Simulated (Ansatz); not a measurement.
Cost and result for the atomization energy of C₅H₁₀O (`C1CCOCC1`) (16 atoms, 16 bonds).

Cartesian coordinates in Å:
```
C -0.859 0.837 -0.399
C -0.300 -0.322 -1.210
C 1.185 -0.498 -0.883
O 1.515 -0.025 0.408
C 0.508 -0.326 1.347
C -0.742 0.521 1.094
H -1.897 1.043 -0.671
H -0.287 1.740 -0.630
H -0.857 -1.234 -0.967
H -0.423 -0.159 -2.283
H 1.479 -1.554 -0.980
H 1.801 0.085 -1.573
H 0.267 -1.399 1.304
H 0.932 -0.129 2.333
H -0.698 1.448 1.670
H -1.624 -0.028 1.440
```

Charge 0, multiplicity 1. The structure was optimised at the PBE0-D4/def2-TZVP level. Program: Ansatz. All runs use 2 threads of an AMD EPYC 7R13 on a shared host and a share of an NVIDIA H100 80 GB. Times are those of one run each, without the atoms' runs, and a repeat can differ threefold. Electronic energies, without spin–orbit coupling; frozen cores. CCSD(T)/CBS adds CCSD(T) − MP2 in def2-TZVPP to the MP2 limit, and its time is that of the two runs behind it. T1 = 0.010. B3LYP takes the VWN-RPA correlation (the form of Gaussian; ORCA's B3LYP/G).

CCSD(T)/CBS is a level of theory with its own doubt, some kJ/mol a heavy atom from the limit and from the frozen cores, so smaller differences don't rank the functionals.

```
                             level  functions  wall time  atomization (kJ/mol)  difference from CCSD(T)/CBS  per bond
                ωB97X-V/def2-TZVPP        326       15 s                6522.5                         18.1       1.1
 B3LYP-D4/def2-TZVPP (with forces)        326       16 s                6501.9                         -2.5      -0.2
  ωB97M-V/def2-TZVPP (with forces)        326       17 s                6526.5                         22.1       1.4
                 B2PLYP/def2-TZVPP        326       19 s                6439.5                        -64.9      -4.1
                PBE0-D4/def2-TZVPP        326       20 s                6560.9                         56.5       3.5
   PBE-D4/def2-TZVPP (with forces)        326       24 s                6654.1                        149.7       9.4
                    MP2/def2-QZVPP        642       29 s                6536.8                         32.4       2.0
                CCSD(T)/def2-TZVPP        326       31 s                6361.8                       -142.6      -8.9
r2SCAN-D4/def2-TZVPP (with forces)        326       42 s                6523.0                         18.6       1.2
                 CCSD(T)/CBS(def2)          –       59 s                6504.4                          0.0       0.0
```

From PBE to PBE0 (25 % exact exchange), in def2-TZVPP and without D4, the atomization energy moves by −87.7 kJ/mol: exact exchange takes away binding that semilocal exchange gives to molecules. The D4 term adds +52.5 kJ/mol with B3LYP and +27.6 kJ/mol with PBE0; it sums over pairs of atoms, weighted by their polarisabilities, and B3LYP, whose exchange is more repulsive, gets the larger term. In def2-TZVPP, CCSD(T) changes the Hartree–Fock value by +1540.8 kJ/mol (the triples alone add +86.9 kJ/mol) and MP2 by +1632.2 kJ/mol; breaking electron pairs costs correlation energy, which Hartree–Fock lacks.
